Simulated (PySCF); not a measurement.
# How far are cheaper levels from CCSD(T)/CBS for Li2?

PySCF; the state is a singlet (closed shell). The composite is CCSD(T) extrapolated to the basis-set limit from two correlation-consistent sets, with core-valence (CV) and scalar-relativistic (SR) terms as its label shows; it has no spin–orbit coupling and nothing beyond (T). Here it is CCSD(T)/CBS(TQ)+CV+SR. It gives Re = 2.678 Å, ωe = 351 cm⁻¹ and De = 1.05 eV to Li + Li.

```
  level          basis     relativity  Re (Å)  ωe (cm⁻¹)  De (eV)
RHF-MP2      def2-TZVP  no relativity   2.775        326     0.56
    PBE          3-21G  no relativity   2.753        339     0.89
    PBE      def2-SVPD  no relativity   2.783        322     0.89
   PW91      def2-TZVP  no relativity   2.742        328     0.90
 r²SCAN          3-21G  no relativity   2.787        339     0.83
  B3LYP         STO-3G  no relativity   2.689        380     1.03
  B97-3      def2-TZVP  no relativity   2.723        340     0.93
   MN15         STO-3G  no relativity   2.592        391     1.13
 M06-2X   x2c-TZVPPall  spin-free X2C   2.702        348     1.03
  ωB97X  jorge-DZP-DKH  spin-free X2C   2.756        344     0.90
```

Q: Give the difference of each row from the composite.

A: 

```
  level          basis  ΔRe (pm)  Δωe (%)  ΔDe (eV)
RHF-MP2      def2-TZVP      +9.7     -7.1     -0.49
    PBE          3-21G      +7.5     -3.4     -0.16
    PBE      def2-SVPD     +10.5     -8.3     -0.16
   PW91      def2-TZVP      +6.4     -6.6     -0.15
 r²SCAN          3-21G     +10.9     -3.4     -0.22
  B3LYP         STO-3G      +1.1     +8.3     -0.02
  B97-3      def2-TZVP      +4.5     -3.1     -0.12
   MN15         STO-3G      -8.6    +11.4     +0.08
 M06-2X   x2c-TZVPPall      +2.4     -0.9     -0.02
  ωB97X  jorge-DZP-DKH      +7.8     -2.0     -0.15
```

Q: Which rows come closest in De?

A: B3LYP in STO-3G (-0.02 eV); M06-2X in x2c-TZVPPall (-0.02 eV), counted from the composite.

Measured (Huber and Herzberg, Constants of Diatomic Molecules (1979)): Re = 2.6729 Å, ωe = 351.43 cm⁻¹; the composite is off by +4.9 mÅ and -0.7 cm⁻¹.

Correlated steps freeze the inner cores (0 to 2 orbitals); shallow outer-core shells are correlated. Closed-shell solutions of metal pairs were not tested for spin polarisation, which can lower them a little. Where the molecule has an RHF reference, its open-shell atoms are computed with UHF. 3-21G and STO-3G are very small, so such numbers show the basis as much as the molecule.
